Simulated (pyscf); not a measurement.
**Concerted two-bond exchange: H₃C–CH₂–SiH₃ → H₃C–CH₂–SiH₃**

Gas phase, singlet surface, charge 0. Bonds broken: C2–H7, Si3–H9. Bonds formed: C2–H9, Si3–H7. PySCF, gas phase, ωB97X-D3(BJ)/def2-SVP geometries. MP2 and CC: frozen core, UHF for open shells. ΔMP2 is the change of the MP2 total energy from the triple- to the quadruple-zeta basis.

Transition state (Å):

```xyz
11

C      0.9221     0.1043    -0.0647
C     -0.3813     0.2656     0.6354
Si    -1.9330    -0.7185     0.5440
H      0.7448     0.1024    -1.1561
H      1.3236    -0.9013     0.1607
H      1.6785     0.8630     0.1828
H     -1.6526    -0.3097     2.0608
H     -0.4622     1.1044     1.3335
H     -2.2930     0.8345     0.6096
H     -1.8775    -2.1959     0.8973
H     -2.6245    -0.8560    -0.8027
```

One imaginary mode, 1164i cm⁻¹; descent along it reached the two sides named.

```tsv
bond	change	reactant side (Å)	saddle	product side
C2–H7	breaks	1.104	1.995	2.8
Si3–H9	breaks	1.494	1.596	2.464
C2–H9	forms	2.8	1.995	1.104
Si3–H7	forms	2.464	1.596	1.494
```

Electronic energies relative to the reactant's lowest minimum found (eV):

```tsv
level	barrier	reaction energy	reverse barrier
ωB97X-D3(BJ)/def2-TZVP	5.07	0.00	5.07
PBE/def2-TZVP	4.39	0.00	4.39
r²SCAN/def2-TZVP	4.63	0.00	4.63
B3LYP-D3(BJ)/def2-TZVP	4.78	0.00	4.78
PBE0-D3(BJ)/def2-TZVP	4.78	0.00	4.78
M06-2X/def2-TZVP	5.05	0.00	5.05
ωB97M-D3(BJ)/def2-TZVP	4.94	0.00	4.94
HF/def2-TZVP	5.67	0.00	5.67
MP2/def2-QZVPP	5.27	0.00	5.27
CCSD/def2-TZVPP	5.13	0.00	5.13
CCSD(T)/def2-TZVPP	4.94	0.00	4.94
CCSD(T)/def2-TZVPP + ΔMP2(QZVPP)	4.92	0.00	4.92
```

With CCSD(T)/def2-TZVPP + ΔMP2(QZVPP) energies and thermal terms (ideal gas, 1 atm, RRHO with modes under 100 cm⁻¹ raised to 100, one conformer, R ln 2 for chiral ones without a mode under 150 cm⁻¹), in eV:

```json
[
 {"T (K)": "298", "ΔH‡": "4.70", "ΔG‡": "4.70", "ΔH": "0.00", "ΔG": "0.00"},
 {"T (K)": "600", "ΔH‡": "4.71", "ΔG‡": "4.69", "ΔH": "0.00", "ΔG": "0.00"},
 {"T (K)": "900", "ΔH‡": "4.71", "ΔG‡": "4.69", "ΔH": "0.00", "ΔG": "0.00"},
 {"T (K)": "1200", "ΔH‡": "4.70", "ΔG‡": "4.68", "ΔH": "0.00", "ΔG": "0.00"}
]
```

The same reactants have a lower exit, to H₂C=CH₂ + SiH₄ (barrier +3.57 eV at ωB97M-D3(BJ)/def2-TZVP, against +4.94 eV here). H₃C–CH₂–SiH₃ lies 0.56 eV over its isomer H₃C–SiH₂–CH₃ (electronic energy, ωB97M-D3(BJ)/def2-TZVP). Another saddle between the same species, by other bonds, lies lower (4.18 eV against 4.94 eV at ωB97M-D3(BJ)/def2-TZVP). The CCSD(T) − MP2 part came from Ansatz, without density fitting, on the same reference. The largest closed-shell T1 diagnostic is 0.035, which may signal static correlation.
